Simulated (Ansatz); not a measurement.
H₇PSi₂ (`[SiH3]P[SiH3]`) at its PBE0-D4/def2-TZVP geometry, where that method's forces vanish. Total charge 0; spin multiplicity 1.

```json
{"atom": "Si1", "x (Å)": "-0.900", "y (Å)": "1.134", "z (Å)": "-0.848"}
{"atom": "P2", "x (Å)": "-0.078", "y (Å)": "0.701", "z (Å)": "1.200"}
{"atom": "Si3", "x (Å)": "1.127", "y (Å)": "-1.097", "z (Å)": "0.586"}
{"atom": "H4", "x (Å)": "-1.979", "y (Å)": "2.148", "z (Å)": "-0.726"}
{"atom": "H5", "x (Å)": "-1.442", "y (Å)": "-0.068", "z (Å)": "-1.538"}
{"atom": "H6", "x (Å)": "0.208", "y (Å)": "1.697", "z (Å)": "-1.663"}
{"atom": "H7", "x (Å)": "-1.207", "y (Å)": "-0.055", "z (Å)": "1.619"}
{"atom": "H8", "x (Å)": "1.604", "y (Å)": "-1.793", "z (Å)": "1.809"}
{"atom": "H9", "x (Å)": "2.299", "y (Å)": "-0.605", "z (Å)": "-0.184"}
{"atom": "H10", "x (Å)": "0.369", "y (Å)": "-2.061", "z (Å)": "-0.256"}
```

Task: For each bond, give half the difference of the two atoms' forces along it (eV/Å; positive pushes the atoms apart) under PBE-D4, r2SCAN-D4, B3LYP-D4, ωB97M-V in def2-TZVPP. (Estimate.)

Result: Computed: 
```
   bond  length (Å)  PBE-D4  r2SCAN-D4  B3LYP-D4  ωB97M-V
 Si1–P2       2.250    0.07       0.04      0.16     0.07
 Si1–H4       1.486    0.09      -0.03     -0.11    -0.12
 Si1–H5       1.487    0.06      -0.02     -0.08    -0.11
 Si1–H6       1.486    0.09      -0.02     -0.08    -0.10
 P2–Si3       2.250    0.07       0.04      0.16     0.07
  P2–H7       1.422    0.20       0.00     -0.07    -0.12
 Si3–H8       1.486    0.09      -0.03     -0.11    -0.12
 Si3–H9       1.486    0.09      -0.02     -0.08    -0.10
Si3–H10       1.487    0.06      -0.02     -0.08    -0.11
```

B3LYP here is the variant with VWN-RPA as its local correlation; programs differ in this.
